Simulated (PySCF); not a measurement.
Species: C₃H₄F₂O.
InChI=1S/C3H4F2O/c4-3(5)1-6-2-3/h1-2H2

Level of theory: EOM-IP-CCSD/aug-cc-pVDZ in PySCF, restricted Hartree–Fock reference, 6 core orbitals frozen, non-relativistic, gas phase, PBE0-D3(BJ)/def2-SVP geometry.

Hartree–Fock orbital energies give these Koopmans values (eV): HOMO 12.22, HOMO-1 13.18, HOMO-2 14.12, HOMO-3 15.91, HOMO-4 16.70, HOMO-5 17.42, HOMO-6 18.43, HOMO-7 18.59.

**Question.** What vertical ionisation energies does EOM-IP-CCSD give?

**Answer.** 
```json
{"leading hole (HF orbital)": "HOMO", "Koopmans (eV)": "12.22", "EOM-IP-CCSD (eV)": "10.46", "change (eV)": "-1.76", "one-hole share": "0.95"}
{"leading hole (HF orbital)": "HOMO-1", "Koopmans (eV)": "13.18", "EOM-IP-CCSD (eV)": "11.92", "change (eV)": "-1.26", "one-hole share": "0.96"}
{"leading hole (HF orbital)": "HOMO-2", "Koopmans (eV)": "14.12", "EOM-IP-CCSD (eV)": "12.43", "change (eV)": "-1.69", "one-hole share": "0.95"}
{"leading hole (HF orbital)": "HOMO-3", "Koopmans (eV)": "15.91", "EOM-IP-CCSD (eV)": "14.66", "change (eV)": "-1.25", "one-hole share": "0.95"}
{"leading hole (HF orbital)": "HOMO-5", "Koopmans (eV)": "17.42", "EOM-IP-CCSD (eV)": "14.80", "change (eV)": "-2.62", "one-hole share": "0.95"}
{"leading hole (HF orbital)": "HOMO-4", "Koopmans (eV)": "16.70", "EOM-IP-CCSD (eV)": "15.29", "change (eV)": "-1.41", "one-hole share": "0.95"}
{"leading hole (HF orbital)": "HOMO-7", "Koopmans (eV)": "18.59", "EOM-IP-CCSD (eV)": "16.04", "change (eV)": "-2.55", "one-hole share": "0.95"}
{"leading hole (HF orbital)": "HOMO-6", "Koopmans (eV)": "18.43", "EOM-IP-CCSD (eV)": "16.64", "change (eV)": "-1.79", "one-hole share": "0.95"}
```

**Question.** Does the order of the lines follow the orbital energies?

**Answer.** No: the HOMO-5 hole (14.80 eV) falls below the HOMO-4 hole (15.29 eV); the HOMO-7 hole (16.04 eV) falls below the HOMO-6 hole (16.64 eV). The corrections run from -2.62 to -1.25 eV, with a mean of -1.79 eV over the 8 lines; no line lies above its Koopmans value. Koopmans values leave out both the relaxation of the orbitals and the change in correlation energy.

**Question.** At what kinetic energies would He II light (40.81 eV) eject these electrons?

**Answer.** 30.35 eV (HOMO), 28.89 eV (HOMO-1), 28.38 eV (HOMO-2), 26.15 eV (HOMO-3), 26.01 eV (HOMO-5), 25.52 eV (HOMO-4), 24.77 eV (HOMO-7), 24.17 eV (HOMO-6).

**Question.** What total energy has the lowest final state, and which wavelength reaches it?

**Answer.** E(CCSD) + ionisation energy = -390.72738 + 0.38422 = -390.34316 Eh, at the geometry of the initial state. The threshold wavelength is 1239.84 eV nm/10.46 eV = 118.5 nm.

Lines less than 0.15 eV apart could change places at a higher level. One root was sought for each valence orbital with −ε under 21 eV, eight at most, so deeper holes and satellites are missing; no vibrational structure.
